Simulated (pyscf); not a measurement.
Thermochemistry of product channels of `[Cl][GaH2]` + `[CH2]=[CH2]` on the singlet surface, in eV, from ωB97M-D3(BJ)/def2-TZVP energies (ideal gas, 1 atm, RRHO with modes under 100 cm⁻¹ raised to 100, one conformer, R ln 2 for rigid chiral ones). Structures and frequencies: ωB97X-D3(BJ)/def2-SVP in PySCF.

```csv
products,ΔE,ΔH(298 K),ΔG(298 K),ΔG(900 K)
`[Cl][CH2][CH2][GaH2]`,+0.49,+0.58,+1.04,…
`[CH3][CH2][GaH][Cl]`,-1.38,-1.21,-0.77,…
```

Problem. What belongs in the gaps?

Solution. 
- `[Cl][CH2][CH2][GaH2]`, ΔG(900 K): +1.96
- `[CH3][CH2][GaH][Cl]`, ΔG(900 K): +0.09

The channel to H₃C–CH₂–GaH–Cl turns unfavourable between 298 and 1200 K (ΔG from -0.77 eV to +0.49 eV).

These are energies of the channels, which say nothing of barriers. Cl–CH₂–CH₂–GaH₂ lies 2.39 eV over its isomer H₃C–Ga(CH₃)–Cl, and others may lie lower still (electronic energy, ωB97M-D3(BJ)). H₃C–CH₂–GaH–Cl lies 0.51 eV over its isomer H₃C–Ga(CH₃)–Cl, and others may lie lower still (electronic energy, ωB97M-D3(BJ)). Elements up to Kr have no core potential and no relativistic terms here.
